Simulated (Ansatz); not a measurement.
**One shape, several levels: BH3O (SMILES BO)**

Aim: a comparison of 6 runs (r2SCAN/STO-3G, wB97X/STO-3G, RPA@PBE/STO-3G, MP2/STO-3G, UMP2/STO-3G, UCCSD(T)/STO-3G) of BH3O. 

The calculation is run with Ansatz 0.2.0.

46 further runs of the same task are left out: 46 set aside as unsound or not needed.

**1. The molecule**

BH3O has 5 atoms, charge 0, and is taken as a singlet. As SMILES, `BO`. The H5–O2 distance was set to 2.402 Å, away from the relaxed value. At this shape a bond of the SMILES string is far longer than usual.

Bond lengths: B1–O2 1.348 Å, B1–H3 1.196 Å, B1–H4 1.202 Å. Angles: O2–B1–H3 116.8°, O2–B1–H4 120.7°, H3–B1–H4 122.5°.

**2. A single-point energy at r2SCAN/STO-3G (run 1)**

Contents of in.yaml:

```yaml
crystal:
  periodic: [false, false, false]
  atoms:
    - {symbol: B, position_ang: [-0.917343, -0.907794, 1.211088]}
    - {symbol: O, position_ang: [-0.277243, 0.246806, 1.482288]}
    - {symbol: H, position_ang: [-1.511043, -1.420494, 2.114188]}
    - {symbol: H, position_ang: [-0.881343, -1.383894, 0.108288]}
    - {symbol: H, position_ang: [0.874000, 1.171800, -0.411700]}
basis:
  gaussian:
    orbitals: STO-3G
magnetization:
  spin_polarized: false
hamiltonian:
  xc: r2scan
accuracy: high
```

Launch:

```
$ ansatz run in.yaml --threads 1 --pin off --max-ram 2610MiB --events-out events.jsonl --progress --plain --runs-dir runs
```

Log:

```text
Warning: RAYON_NUM_THREADS=1 ignored (pool sized by the plan → 1); use --threads N
Functional definition: r2SCAN
  name "r2SCAN"
  parameter k0 = 0.174
  parameter k1 = 0.065
  parameter a1 = 4.9479
  exchange = r2scan_x(k0 = k0, k1 = k1, a1 = a1)
  correlation = r2scan_c
206 factors; integrals over basis functions are off by at most 2.1e-8 eV
mean field evaluation 1: about -2726.0775 eV, gradient 2.1e1 eV
mean field evaluation 2: about -2704.1798 eV, gradient 6.5e1 eV
mean field evaluation 4: about -2719.1058 eV, gradient 2.1e1 eV
mean field evaluation 8: about -2728.3876 eV, gradient 3.3e-2 eV
mean field evaluation 16: about -2725.9050 eV, gradient 7.1e0 eV
mean field -2728.32400331 eV, -100.2640577974 hartree, gradient 2.0e-8 eV, S^2 0.000000; 0 other end points of the search recorded, 0 dependent functions left out
reference -2728.32400370 eV, -100.2640578115 hartree; 8, 8 occupied and 5, 5 virtual orbitals, 206 factors
Total energy: -2728.32400370 eV, -100.2640578115 hartree
```

It took 1.7 s on 1 thread of Arm Neoverse V1, shared host; peak memory 0.12 GiB.

**3. The energy at wB97X/STO-3G (run 2)**

Contents of input.yaml:

```yaml
crystal:
  periodic: [false, false, false]
  atoms:
    - {symbol: B, position_ang: [-0.917343, -0.907794, 1.211088]}
    - {symbol: O, position_ang: [-0.277243, 0.246806, 1.482288]}
    - {symbol: H, position_ang: [-1.511043, -1.420494, 2.114188]}
    - {symbol: H, position_ang: [-0.881343, -1.383894, 0.108288]}
    - {symbol: H, position_ang: [0.874000, 1.171800, -0.411700]}
basis:
  gaussian:
    orbitals: STO-3G
accuracy: high
hamiltonian:
  xc: {name: wB97X}
```

Launch:

```
$ ansatz run input.yaml --threads 1 --pin off --max-ram 2610MiB --events-out events.jsonl --progress --plain --runs-dir runs
```

Log (excerpt; [...] marks lines left out):

```text
Warning: RAYON_NUM_THREADS=1 ignored (pool sized by the plan → 1); use --threads N
Functional definition: wB97X
  name "wB97X"
[...]
      + exact_x_lr(omega)
[...]
      + integral(e_c_pw_opposite_spin*poly(b97_u_opposite, 1, cos1, cos2, cos3, cos4))
206 factors; integrals over basis functions are off by at most 2.1e-8 eV
123 factors; integrals over basis functions are off by at most 1.0e-9 eV
[...]
mean field -2727.90351928 eV, -100.2486052942 hartree, gradient 3.1e-8 eV, S^2 0.000000; 0 other end points of the search recorded, 0 dependent functions left out
reference -2727.90351766 eV, -100.2486052344 hartree; 8, 8 occupied and 5, 5 virtual orbitals, 206 factors
Total energy: -2727.90351766 eV, -100.2486052344 hartree
```

It took 3.3 s on 1 thread of Arm Neoverse V1, shared host; peak memory 0.19 GiB.

Runs 3 to 5 aren't shown in full; the table further down has their settings and results.

**4. A single-point energy at UCCSD(T)/STO-3G (run 6)**

input.yaml, as its differences from that of step 3:

```diff
@@ -11,4 +11,9 @@
     orbitals: STO-3G
+magnetization:
+  spin_polarized: true
+correlation:
+  method: ccsd_t
+  frozen_orbitals: {B: 1, H: 0, O: 1}
 accuracy: high
-hamiltonian:
-  xc: {name: wB97X}
+scf:
+  omitted_lower_state_checks: [cluster_reference, increment]
```

Launch:

```
$ ansatz run input.yaml --threads 1 --pin off --max-ram 2610MiB --events-out events.jsonl --progress --plain --runs-dir runs
```

Log (excerpt; [...] marks lines left out):

```text
Warning: RAYON_NUM_THREADS=1 ignored (pool sized by the plan → 1); use --threads N
Functional definition: HF
  name "HF"
[...]
206 factors; integrals over basis functions are off by at most 2.1e-8 eV
[...]
mean field -2717.24084667 eV, -99.8567593031 hartree, gradient 1.9e-8 eV, S^2 1.007564; 11 other end points of the search recorded, 0 dependent functions left out
2 core orbitals not correlated: weight in the atoms' cores, before any rotation towards them, 1.000 or more for the frozen orbitals, at most 0.000 for the correlated occupied ones
reference -2717.24084667 eV, -99.8567593031 hartree; 6, 6 occupied and 5, 5 virtual orbitals, 206 factors
second order -1.73859470 eV of doubles, -0.00000000 eV of singles
cycle   1  -2.04088624 eV  change   -3.0e-1 eV  update   7.8e-2
[...]
cycle  37  -2.42461330 eV  change    1.2e-9 eV  update   1.2e-9
perturbative correction -0.09485433 eV, -0.0034858325 hartree
Total energy: -2719.76031430 eV, -99.9493480307 hartree
Checks for a lower state left out: cluster_reference, increment
```

It took 0.26 s on 1 thread of Arm Neoverse V1, shared host.

**5. The series**

| run | level | frozen core orbitals | energy (Eh) | wall time |
| --- | --- | --- | --- | --- |
| 1 | r2SCAN/STO-3G | – | -100.264058 | 1.7 s |
| 2 | wB97X/STO-3G | – | -100.248605 | 3.3 s |
| 3 | RPA@PBE/STO-3G | 2 | -99.968254 | 1.1 s |
| 4 | MP2/STO-3G | 2 | -99.866394 | 0.08 s |
| 5 | UMP2/STO-3G | 2 | -99.920651 | 0.18 s |
| 6 | UCCSD(T)/STO-3G | 2 | -99.949348 | 0.26 s |

**6. What came out**

| quantity | value |
| --- | --- |
| run 6: total energy | -99.94935 Eh |
| run 6: correlation energy (2 core orbitals frozen) | -92.6 mEh |
| run 6: (T) correction | -3.49 mEh |
| run 6: ⟨S²⟩ of the reference determinant | 1.008 |
| run 6: T1 diagnostic | 0.032 |

Totals of different functionals can't be ranked against each other. In runs 3, 4 the log says that unrestricted orbitals would lower the reference, so the values rest on an unstable closed-shell determinant (other closed-shell runs at this shape may share the fault). In runs 1, 2, 3, 4, 5, 6 the basis is minimal, so the values are rough. Spin contamination of the reference: run 5 ⟨S²⟩ = 1.01, run 6 ⟨S²⟩ = 1.01. Where it is this large, the reference is a mixture of spin states, and values that rest on it are in doubt. All runs together took 6.6 s, the longest 3.3 s.
